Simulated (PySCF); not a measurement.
Phosphabenzene, C₅H₅P.
Bonds: C1–C2 (aromatic), C2–C3 (aromatic), C3–P4 (aromatic), P4–C5 (aromatic), C5–C6 (aromatic), C1–C6 (aromatic). Hydrogens: H7 on C1; H8 on C2; H9 on C3; H10 on C5; H11 on C6.

The closed-shell ground state was solved at several levels (PySCF, density fitting, gas phase, non-relativistic). Geometry: PBE0-D3(BJ)/def2-TZVP; no solvent, vibrations or thermal averaging.

| level | basis functions | total energy (Eh) | HOMO (eV) | LUMO (eV) | gap (eV) | dipole (D) |
| --- | --- | --- | --- | --- | --- | --- |
| wB97X-D/pcSseg-2 | 293 | -534.8863 | -8.88 | 0.19 | 9.07 | 1.75 |
| B97-2/pcSseg-2 | 293 | -534.9121 | -6.94 | -1.51 | 5.43 | 1.73 |
| KT3/pcSseg-2 | 293 | -540.7612 | -6.28 | -2.24 | 4.04 | 1.67 |

(1) What might PBE0/pcSseg-2 (293 basis functions) give for the same quantities?

(2) Over all these levels, which gives the widest orbital gap and which the narrowest?

(3) In the pcSseg-2 basis, how does the gap go with the fixed share of exact exchange?

(4) How far do the dipole and the HOMO energy spread over the levels?

## Answers

(1) Total energy -534.5988 Eh, HOMO -7.18 eV, LUMO -1.49 eV, gap 5.69 eV, dipole 1.73 D.

(2) wB97X-D/pcSseg-2 (range-separated hybrid) has the widest, 9.07 eV, and KT3/pcSseg-2 (GGA) the narrowest, 4.04 eV. From the narrowest to the widest the HOMO moves by -2.60 eV and the LUMO by +2.43 eV.

(3) KT3 (0 %) 4.04 eV; B97-2 (21 %) 5.43 eV; PBE0 (25 %) 5.69 eV. Each rise in the share widens the gap here.

(4) The dipole runs from 1.67 to 1.75 D (mean 1.72 D) and the HOMO from -8.88 to -6.28 eV.

Note: wB97X-D ran without an empirical dispersion term, which enters the total energy and its gradient alone.
